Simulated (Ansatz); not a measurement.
This geometry of C₃H₆N₂ (11 atoms, charge 0, multiplicity 1) is a first-order saddle point.

Level of theory: Ansatz, RKS PBE0-D4/def2-SVP.

```xyz
11
Properties=species:S:1:pos:R:3
C -1.228 0.721 -0.158
N -0.193 -0.274 -0.096
C 0.352 -0.962 0.966
N 1.590 -1.055 0.603
C 1.204 -0.230 -0.552
H -0.866 1.604 -0.707
H -2.130 0.354 -0.678
H -1.527 1.061 0.847
H -0.162 -1.356 1.854
H 1.643 0.782 -0.527
H 1.383 -0.702 -1.532
```

Q: Which two structures does it join? (They come from a converged band through this point; their orientation in space is the band's.)

A: No bond is made or broken. The dihedral H6–C1–N2–C3 goes from 60 to -178°. The two ends are copies of one structure, up to a mirror image or an exchange of like atoms.

First end point:

```xyz
11
Properties=species:S:1:pos:R:3
C -1.209 0.707 -0.120
N -0.236 -0.347 -0.065
C 0.450 -0.801 1.049
N 1.651 -0.915 0.585
C 1.116 -0.328 -0.653
H -0.819 1.694 0.197
H -1.600 0.803 -1.144
H -2.058 0.450 0.532
H 0.043 -1.044 2.040
H 1.498 0.687 -0.851
H 1.230 -0.961 -1.548
```

Last end point:

```xyz
11
Properties=species:S:1:pos:R:3
C -1.197 0.721 -0.154
N -0.216 -0.328 -0.163
C 0.317 -0.993 0.929
N 1.573 -1.018 0.629
C 1.204 -0.198 -0.536
H -1.438 1.015 -1.187
H -2.125 0.348 0.305
H -0.879 1.627 0.400
H -0.219 -1.423 1.786
H 1.584 0.835 -0.475
H 1.460 -0.643 -1.512
```

Q: How far does it lie above each of them?

A: 7.7 kJ/mol above the first and 7.7 kJ/mol above the second. This is the barrier of this one path; another mechanism may lie lower.

Time of the run: 95 s on 2 threads of INTEL(R) XEON(R) PLATINUM 8581C CPU @ 2.30GHz (Emerald Rapids), with other jobs on the host, peak memory 0.23 GiB.
